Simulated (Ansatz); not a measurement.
Isolated molecules relaxed with PBE0-D4/def2-TZVP in Ansatz; ΔE leaves out vibrations. CCSD(T)/CBS is frozen-core, at the limit of the def2 triple- and quadruple-zeta sets. Open shells (•) are unrestricted, without spin–orbit coupling. Spin–orbit coupling would lower the free atoms: a little for Al, Si.

Reaction (atomization): `[AlH2][SiH3]` → Al• + 5 H• + Si•

| species | CCSD/def2-TZVPP energy (Eh) |
| --- | --- |
| `[AlH2][SiH3]` | -534.01076 |
| Al• | -241.92516 |
| H• | -0.49981 |
| Si• | -288.92521 |

Task: Work out ΔE.

Result: ΔE = 5 × (-0.49981) + (-241.92516) + (-288.92521) − (-534.01076) = 0.66134 Eh = +1736.3 kJ/mol. CCSD(T)/CBS gives +1785.2 kJ/mol.

Largest T1 diagnostic among the species: 0.018.

From BLYP to BHLYP (50 % exact exchange), in def2-TZVPP and without D4, ΔE moves by +31.4 kJ/mol. At CCSD(T), def2-SVP lies −108.2 kJ/mol from the extrapolated value and def2-TZVPP −39.9 kJ/mol: correlation converges slowly with the basis, and small sets miss more of it in the bonded molecule than in its fragments. Leaving LDA and LC-ωPBE aside and taking each functional with its dispersion term where it has one, the values, not all of them listed here, spread over 94.1 kJ/mol, from revPBE-D4 to B97M-V. LDA lies +195.5 kJ/mol from PBE without D4, its usual overbinding.
